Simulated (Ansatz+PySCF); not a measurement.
Two shapes of singlet CH₃(+).

Shape 1:

```xyz
4

C     0.0000    0.0000    0.0000
H     1.1041    0.0000    0.0000
H    -0.5520    0.9562    0.0000
H    -0.5520   -0.9562    0.0000
```

Shape 2:

```xyz
4

C     0.0336   -0.0010    0.0370
H     1.1130   -0.0120    0.0477
H    -0.5226    0.9853   -0.0280
H    -0.5979   -0.9391    0.0102
```

Basis set: def2-SVP (spherical functions). Left uncorrelated: 1 orbital. Charge 1, multiplicity 1.

Computed with Ansatz (development build ahead of 0.2.0); each method stands on the lowest determinant of its kind that the runs found.

(1) Which shape is lower in energy, and by how much in each method?

## Answers

(1)

```tsv
method	E(2) − E(1) (eV)
RHF	0.073
UHF-CCSD	0.057
UHF-CCSD(T)	0.056
PBE0 (restricted)	0.052
r²SCAN (restricted)	0.053
```

Shape 1 is lower.
